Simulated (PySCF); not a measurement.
# Basis-set dependence of population analyses: `CS(=O)(=O)Cl`

Species: CH3ClO2S.
Geometry (PBE0-D3(BJ)/def2-SVP, Å), atoms numbered from 1 in this order:
```xyz
8
CH3ClO2S angstrom
C     -0.194    2.017    1.376
S      1.547    1.684    1.477
O      2.030    1.273    0.179
O      1.821    0.926    2.675
Cl     2.241    3.638    1.810
H     -0.517    2.449    2.330
H     -0.366    2.696    0.534
H     -0.666    1.040    1.202
```

PBE0 throughout (PySCF), one geometry, spherical d and f functions. Geometry: PBE0-D3(BJ)/def2-SVP; no solvent, vibrations or thermal averaging. Atoms taken as equivalent share a column and are averaged.

Mulliken charges (e):

| basis | functions | C1 | S2 | O3/O4 | Cl5 | H6/H7/H8 |
| --- | --- | --- | --- | --- | --- | --- |
| pcSseg-0 | 59 | -0.854 | +1.338 | -0.669 | -0.124 | +0.326 |
| cc-pVDZ | 93 | -0.181 | +0.768 | -0.381 | -0.174 | +0.116 |
| aug-cc-pVDZ | 150 | +0.175 | +1.684 | -0.809 | -0.203 | -0.012 |
| cc-pVTZ | 200 | -0.282 | +0.803 | -0.384 | -0.174 | +0.140 |
| IGLO-III | 223 | -0.482 | +1.032 | -0.499 | -0.108 | +0.185 |

IAO charges (e):

| basis | functions | C1 | S2 | O3/O4 | Cl5 | H6/H7/H8 |
| --- | --- | --- | --- | --- | --- | --- |
| pcSseg-0 | 59 | -0.613 | +1.673 | -0.702 | -0.280 | +0.208 |
| cc-pVDZ | 93 | -0.615 | +1.932 | -0.792 | -0.307 | +0.191 |
| aug-cc-pVDZ | 150 | -0.617 | +1.952 | -0.811 | -0.299 | +0.196 |
| cc-pVTZ | 200 | -0.635 | +2.000 | -0.827 | -0.301 | +0.197 |
| IGLO-III | 223 | -0.635 | +2.015 | -0.838 | -0.294 | +0.196 |

Which scheme is steadiest as the basis changes?

Largest range over the bases for any column: IAO 0.34 e, Mulliken 1.03 e. IAO charges move least and Mulliken charges most, counted in e.

How much do the charges still move between the two largest bases, cc-pVTZ and IGLO-III?

At most, over all atoms: Mulliken 0.229 e, IAO 0.016 e.

What do the same runs give for the total energy, the frontier levels and the dipole moment?

| basis | energy (Eh) | HOMO (eV) | LUMO (eV) | μ (D) |
| --- | --- | --- | --- | --- |
| pcSseg-0 | -1046.5749 | -9.34 | -2.65 | 4.41 |
| cc-pVDZ | -1048.2018 | -8.95 | -1.72 | 3.79 |
| aug-cc-pVDZ | -1048.2344 | -9.21 | -2.07 | 3.86 |
| cc-pVTZ | -1048.3402 | -9.16 | -1.82 | 3.81 |
| IGLO-III | -1048.3402 | -9.14 | -1.86 | 3.75 |

The dipole is fixed by the density alone, so its range of 0.66 D shows that the density itself changes with the basis, not only its division among atoms.
